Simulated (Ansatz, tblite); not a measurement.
# ZnBr2: a ladder of methods and basis sets

Aim: run the singlet of ZnBr2 at one geometry on many levels, and compare frontier levels, spin and run time.

Computed with Ansatz 0.2.0, Gaussian basis. Level: as each input shows.

Plan: GFN1-xTB, GFN2-xTB, PBE-D4/def2-TZVP, r2SCAN-D4/def2-TZVP, ωB97X-V/def2-TZVP, LC-ωPBE/def2-TZVP, CAM-B3LYP-D4/def2-TZVP, PBE-QIDH/def2-TZVP, revPBE-D4/def2-TZVP, LDA/def2-TZVP, BHLYP-D4/def2-TZVP, PBE-D4/def2-SVP, PBE0-D4/def2-SVP, HF/6-31G, B3LYP-D4/6-31G, PBE0-D4/def2-TZVPD, PBE-D4/def2-TZVPD, r2SCAN-D4/def2-TZVPD, CCSD(T)/def2-TZVPP, MP2/def2-TZVP, RPA/def2-TZVP.

**1. The geometry**

The singlet was relaxed beforehand with PBE0-D4/def2-TZVP.

3 atoms, charge 0, spin multiplicity 1.

Bond lengths: Zn1–Br2 2.224 Å, Zn1–Br3 2.224 Å. Angles: Br2–Zn1–Br3 179.8°.

PBE0-D4/def2-TZVP was run before; its log isn't repeated, and its numbers join the tables.

**2. GFN1-xTB**

Tight binding, by tblite at 300 K electronic temperature and without a spin-polarisation term:

```python
tblite.interface.Calculator('GFN1-xTB', numbers, positions, charge=0, uhf=0).singlepoint()
```

Energy -235.2949 eV, HOMO -11.30 eV, LUMO -6.43 eV; 0.003 s.

**3. GFN2-xTB**

Tight binding, by tblite at 300 K electronic temperature and without a spin-polarisation term:

```python
tblite.interface.Calculator('GFN2-xTB', numbers, positions, charge=0, uhf=0).singlepoint()
```

Energy -239.4012 eV, HOMO -12.26 eV, LUMO -6.71 eV; 0.002 s.

**4. PBE-D4/def2-TZVP**

start.molden holds the orbitals of an earlier run on this state, given as this run's starting guess.

File in.yaml:

```yaml
crystal:
  periodic: [false, false, false]
  atoms:
    - {symbol: Zn, position_ang: [-0.002610, -0.001506, -0.000031]}
    - {symbol: Br, position_ang: [-0.015298, -0.019889, 2.224293]}
    - {symbol: Br, position_ang: [0.017908, 0.021395, -2.224251]}
basis:
  gaussian: {orbitals: def2-TZVP, initial_orbitals: start.molden}
hamiltonian: {xc: pbe, dispersion: d4}
scf: {omitted_lower_state_checks: [starts]}
output: {forces: true, orbitals: {seedname: orbitals}}
```

On the command line:

```
$ ansatz run in.yaml --threads 4 --pin off --events-out ev --progress --plain --max-ram 3916MiB
```

After this run come: r2SCAN-D4/def2-TZVP; ωB97X-V/def2-TZVP; LC-ωPBE/def2-TZVP; CAM-B3LYP-D4/def2-TZVP; PBE-QIDH/def2-TZVP; revPBE-D4/def2-TZVP; LDA/def2-TZVP; BHLYP-D4/def2-TZVP; PBE-D4/def2-SVP; PBE0-D4/def2-SVP; HF/6-31G; B3LYP-D4/6-31G; PBE0-D4/def2-TZVPD; PBE-D4/def2-TZVPD; r2SCAN-D4/def2-TZVPD; CCSD(T)/def2-TZVPP; MP2/def2-TZVP; RPA/def2-TZVP.

Q: Predict the results of all the runs planned. Wanted: gap in def2-TZVP, named functionals, smallest and largest; correlation energy, CCSD(T)/def2-TZVPP; correlation energy, MP2/def2-TZVP; binding an atom, CCSD(T)/def2-TZVPP; PBE0 total energy, smallest basis above largest.

**Answer**, as computed:

| quantity | value |
| --- | --- |
| gap in def2-TZVP, named functionals, smallest and largest | 4.52 eV (LDA), 11.67 eV (LC-ωPBE) |
| correlation energy, CCSD(T)/def2-TZVPP | -28.01 eV |
| correlation energy, MP2/def2-TZVP | -25.92 eV |
| binding an atom, CCSD(T)/def2-TZVPP | 1.898 eV |
| PBE0 total energy, smallest basis above largest | 24.06 eV (def2-SVP, def2-TZVPD) |

What this shows: Over the named functionals in def2-TZVP the gap runs from 4.52 eV (LDA) to 11.67 eV (LC-ωPBE); exact exchange widens it. A small miss in a minimal or small basis is a cancelling of errors, not accuracy. The functionals in def2-TZVP miss CCSD(T)/def2-TZVPP by -0.031 (BHLYP-D4) to +0.388 eV (LDA) an atom. CCSD(T)/def2-TZVPP isn't at the basis-set limit; small misses against it rank nothing.
